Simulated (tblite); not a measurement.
Species: CH5P2 (charge -1).
Z-matrix (Å and degrees, GFN2-xTB geometry), rows numbered from 1:
```
P 
C   1  1.8512
P   2  1.8553  1  117.88
H   1  1.3659  2   93.60  3   -64.76
H   2  1.0972  1  107.42  3  -119.48
H   2  1.0977  1  111.91  3   123.30
H   3  1.3841  2   97.11  1   -39.25
H   3  1.3893  2   96.21  1    52.41
```

The geometry is computed with GFN2-xTB (gas phase).

Take the most abundant isotopes and a rigid rotor. The values belong to one conformer with, in the numbering `[PH-:1][CH2:2][PH2:3]`, H–P1–C2–P3 -65°, P1–C2–P3–H -39° and 52°.

**Question.** Give the principal moments of inertia and the rotational constants in GHz.

**Answer.** Ia = 21.21, Ib = 166.04, Ic = 177.34 u·Å²; 505379 MHz·u·Å²/I gives 23831, 3044 and 2850 MHz, that is A = 23.831, B = 3.0437, C = 2.8497 GHz.

**Question.** Classify the top.

**Answer.** A near-prolate asymmetric top: κ = (2 × 3044 − 23831 − 2850)/(23831 − 2850) = -0.98.

**Question.** What does the inertial defect say?

**Answer.** Not planar: Δ = Ic − Ia − Ib = -9.91 u·Å². For a rigid frame Δ = −2 Σ m c², so Σ m c² = 4.95 u·Å² lies off the ab plane: 4.85 from hydrogen and 0.10 from heavier atoms. The atom farthest from that plane is 1.14 Å away.

**Question.** Give the coordinates in the principal-axis frame, origin at the centre of mass.

**Answer.** The sense of each axis is arbitrary; atoms in the order of the calculation.
```json
{"atom": "P1", "mass (u)": "30.974", "a (Å)": "1.600", "b (Å)": "-0.170", "c (Å)": "-0.045"}
{"atom": "C2", "mass (u)": "12.000", "a (Å)": "0.026", "b (Å)": "0.798", "c (Å)": "0.049"}
{"atom": "P3", "mass (u)": "30.974", "a (Å)": "-1.575", "b (Å)": "-0.138", "c (Å)": "-0.016"}
{"atom": "H4", "mass (u)": "1.008", "a (Å)": "1.378", "b (Å)": "-0.811", "c (Å)": "1.140"}
{"atom": "H5", "mass (u)": "1.008", "a (Å)": "0.009", "b (Å)": "1.483", "c (Å)": "-0.808"}
{"atom": "H6", "mass (u)": "1.008", "a (Å)": "-0.022", "b (Å)": "1.416", "c (Å)": "0.955"}
{"atom": "H7", "mass (u)": "1.008", "a (Å)": "-1.191", "b (Å)": "-1.066", "c (Å)": "-0.969"}
{"atom": "H8", "mass (u)": "1.008", "a (Å)": "-1.269", "b (Å)": "-1.030", "c (Å)": "1.005"}
```

**Question.** List the rotational levels J(Ka,Kc) to J = 5 (MHz).

**Answer.** Above 0(0,0):
J = 1: 1(0,1) 5893, 1(1,1) 26681, 1(1,0) 26875
J = 2: 2(0,2) 17679, 2(1,2) 38273, 2(1,1) 38855, 2(2,1) 101217, 2(2,0) 101218
J = 3: 3(0,3) 35353, 3(1,3) 55662, 3(1,2) 56825, 3(2,2) 118897, 3(2,1) 118904, 3(3,1) 223319, 3(3,0) 223319
J = 4: 4(0,4) 58913, 4(1,4) 78845, 4(1,3) 80784, 4(2,3) 142469, 4(2,2) 142490, 4(3,2) 246895, 4(3,1) 246895, 4(4,1) 393082, 4(4,0) 393082
J = 5: 5(0,5) 88353, 5(1,5) 107821, 5(1,4) 110730, 5(2,4) 171933, 5(2,3) 171980, 5(3,3) 276366, 5(3,2) 276366, 5(4,2) 422551, 5(4,1) 422551, 5(5,1) 610506, 5(5,0) 610506
The levels of one J sum to (2J + 1)J(J + 1)(A + B + C)/3.

Its GFN2-xTB frequencies are all real (lowest 183 cm⁻¹). Zero-point vibration and centrifugal distortion are left out.
